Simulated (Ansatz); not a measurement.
**Iron, bcc under r²SCAN: from relaxation to bulk modulus**

Aim: take iron in the bcc structure, relax it, solve it on a dense k-mesh, switch on spin-orbit coupling, then scale the cell to 7 volumes from 88 to 112 % of the relaxed one and try a fit of the equation of state. The k-meshes are 15×15×15 for the relaxation; 26×26×26 for the dense run; 16×16×16 for spin-orbit coupling; 26×26×26 for the volumes. The starting cell is the measured one, from the Crystallography Open Database.

Method: DFT r2SCAN, plane waves (500 eV) with PAW, scalar-relativistic; PAW files made under PBE, frozen cores solved again for the functional, in Ansatz 0.2.0.

### 1 The starting structure

Symmetry: Im-3m, No. 229, cubic system. The conventional cell has a = 2.866 Å, b = 2.866 Å, c = 2.866 Å, α = 90.00°, β = 90.00°, γ = 90.00°. Fe (site symmetry m-3m) is surrounded by 8 Fe at 2.48 Å.

Coordinates:

```cif
data_structure
_symmetry_space_group_name_H-M 'P 1'
_symmetry_Int_Tables_number 1
_cell_length_a 2.4825
_cell_length_b 2.4825
_cell_length_c 2.4825
_cell_angle_alpha 109.471
_cell_angle_beta 109.471
_cell_angle_gamma 109.471
_cell_volume 11.78
loop_
_atom_site_label
_atom_site_type_symbol
_atom_site_fract_x
_atom_site_fract_y
_atom_site_fract_z
_atom_site_occupancy
Fe1 Fe 0.00000 0.00000 0.00000 1
```

### 2 Relaxing cell and atoms

Input file input.yaml:

```yaml
crystal:
  lattice:
    - [-1.43325, 1.43325, 1.43325]
    - [1.43325, -1.43325, 1.43325]
    - [1.43325, 1.43325, -1.43325]
  atoms:
    - { symbol: Fe, position: [0.0, 0.0, 0.0] }
hamiltonian:
  xc: r2scan
  pseudopotentials:
    kind: paw
    azcp:
      Fe: "pseudopotentials/Fe.paw.azcp"
basis:
  ecutwfc: 500
  fft_grid_basis: typed
kpoints:
  mp_grid: { grid: [15, 15, 15], shift: [0, 0, 0] }
magnetization:
  spin_polarized: false
scf:
  occupations: { method: fermi_dirac, width: 0.1 }
relax:
  max_steps: 60
  f_tol: 0.01
  cell: {}
```

The runs that follow: Single point on a dense mesh; A two-component run at the same geometry; The cell scaled to 88 % of its volume; The cell scaled to 92 % of its volume; The cell scaled to 96 % of its volume; The cell scaled to 100 % of its volume; The cell scaled to 104 % of its volume; The cell scaled to 108 % of its volume; The cell scaled to 112 % of its volume.

What does the calculation give? Wanted: space group; conventional cell; volume; shortest distance; gap on the mesh; relative to bcc, ferromagnetic; V₀, B₀, B₀′.

As calculated:

| quantity | value |
| --- | --- |
| space group (spins left aside) | Im-3m (No. 229) |
| conventional cell | a = 2.730 Å |
| volume | 10.174 Å³/atom |
| shortest distance | 2.364 Å |
| against the measured volume | -13.6 % (11.777 Å³/atom) |
| gap on the mesh | none (levels filled in part) |
| relative to bcc, ferromagnetic | +1057 meV/atom |
| V₀, B₀, B₀′ | 10.141 Å³/atom, 300 GPa, 4.6 |

The relaxed volume lies 13.6 % below the measured cell. Real iron is ferromagnetic, and a cell without moments comes out smaller. The same structure in its ferromagnetic state, relaxed in a run of its own, lies 1057 meV/atom lower. Levels at the Fermi energy are filled in part, as in a metal. The total energy of the spin-orbit run lies +1.2 eV/atom from the scalar one, but the two kinds of run don't share a zero of energy: only differences within one kind count. B₀ comes out at 300 GPa, too stiff, partly because the moments are missing.
